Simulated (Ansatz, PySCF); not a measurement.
Molecule: trans-butane, C₄H₁₀ (charge 0, singlet). 
Coordinates optimised at B3LYP-D3(BJ)/def2-TZVP (Ansatz, an electronic-structure program):
```xyz
14

C      0.6994     1.8273     0.0005
C      0.7016     0.3014     0.0009
C     -0.7016    -0.3014    -0.0009
C     -0.6994    -1.8273    -0.0005
H      1.7140     2.2299     0.0018
H     -1.7140    -2.2299    -0.0018
H      0.1846     2.2193     0.8812
H      0.1869     2.2190    -0.8816
H     -0.1869    -2.2190     0.8816
H     -0.1846    -2.2193    -0.8812
H      1.2502    -0.0651    -0.8732
H      1.2478    -0.0648     0.8765
H     -1.2478     0.0648    -0.8765
H     -1.2502     0.0651     0.8732
```
Charge 0, spin multiplicity 1.

Quantity: vertical ionisation energy (to the doublet state of charge +1; each state is the SCF solution reached for its spin), in eV. Valence correlation only, unless marked. Open shells are spin-unrestricted. No spin-orbit coupling. Non-relativistic. 

```csv
level,program,vertical ionisation energy (eV)
HF/aug-cc-pVDZ,Ansatz,10.82
HF/aug-cc-pVTZ,Ansatz,10.80
SVWN5/def2-TZVPD,Ansatz,10.65
B3LYP/def2-TZVPD,Ansatz,11.11
PBE0/def2-TZVPD,Ansatz,11.11
wB97X-V/def2-TZVPD,Ansatz,11.41
B2PLYP/def2-TZVPD,Ansatz,11.28
MP2/aug-cc-pVDZ,Ansatz,11.63
RI-MP2/aug-cc-pVTZ,Ansatz,11.75
```

For comparison, minus the highest occupied orbital energy (PySCF): 12.43 eV at HF/def2-TZVPD, 8.31 eV at TPSSh/def2-TZVPD, 7.57 eV at BLYP/def2-TZVPD.
